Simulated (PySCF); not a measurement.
**Level sweep**

Species: diacetylene, C4H2.
Bonds: C1–C2 (triple), C2–C3, C3–C4 (triple). Hydrogens: H5 on C1; H6 on C4.

PySCF, dipoles from the SCF density, polarisabilities from static response with core orbitals frozen. Geometry: PBE0-D3(BJ)/def2-SVP; no solvent, vibrations or thermal averaging.

Task: Compare the levels for these properties.

Result: 

```csv
level,α (Å³),error (%),anisotropy (Å³)
LDA/def2-SVPD,7.37,+8.2,9.03
PBE/def2-SVPD,7.31,+7.4,9.03
B3LYP/def2-SVPD,7.24,+6.3,8.80
PBE0/def2-SVPD,7.14,+4.9,8.68
BHandHLYP/def2-SVPD,7.07,+3.8,8.47
CAM-B3LYP/def2-SVPD,7.10,+4.3,8.49
wB97X-D/def2-SVPD,7.18,+5.4,8.41
LC-wPBE/def2-SVPD,6.86,+0.7,8.09
HF/def2-SVPD,6.98,+2.4,8.08
```

Reference polarisability: 6.811 Å³ (measured, gas; NIST CCCBDB Release 22 (SRD 101), experimental polarizabilities). The anisotropy is √(½[(α1 − α2)² + (α2 − α3)² + (α3 − α1)²]). For the polarisability, the smallest error is 0.7% (LC-wPBE/def2-SVPD) and the largest 8.2% (LDA/def2-SVPD). The dipole stays under 0.05 D at every level. In one basis (def2-SVPD) the functionals order the polarisability from LC-wPBE (lowest) to LDA (highest), a spread of 7%. Measured values can belong to vibrating molecules and may average over conformers; the computed ones are for one fixed geometry.
